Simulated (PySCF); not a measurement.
## Working with the constants of CO

RHF-CCSD(T) constants of CO, ¹Σ⁺ (singlet), closed shell (PySCF, no relativity, basis sets C 6-31G(d,p), O 6-31G(d,p); masses 12.0000 and 15.9949 u):

| Item | Value |
| --- | --- |
| ωe | 2154.0 cm⁻¹ |
| ωexe | 13.1 cm⁻¹ |
| Be | 1.864 cm⁻¹ |
| αe | 0.0166 cm⁻¹ |
| D (centrifugal) | 5.58e-06 cm⁻¹ |
| De to C + O | 10.55 eV |

Problem. Estimate the standard entropy (1 bar) and heat capacity of the ideal gas at 500 K, rigid rotor with B0 and harmonic oscillator at the fundamental.

Solution. Translation (Sackur–Tetrode, M = 27.99 u): 161.2 J/(mol K). Rotation: q = kT/(σB0) = 187 with σ = 1, 51.8. Vibration: x = hcν0/kT = 6.12, 0.13. S° = 213.1 J/(mol K); Cp = 7R/2 + 0.69 = 29.8 J/(mol K).

Correlated steps freeze 2 core orbitals. Correlated levels converge slowly with the basis: in double zeta they bind strong bonds too weakly, by up to about 1 eV, and carry superposition errors of some tenths. Where the molecule has an RHF reference, its open-shell atoms are computed with UHF.
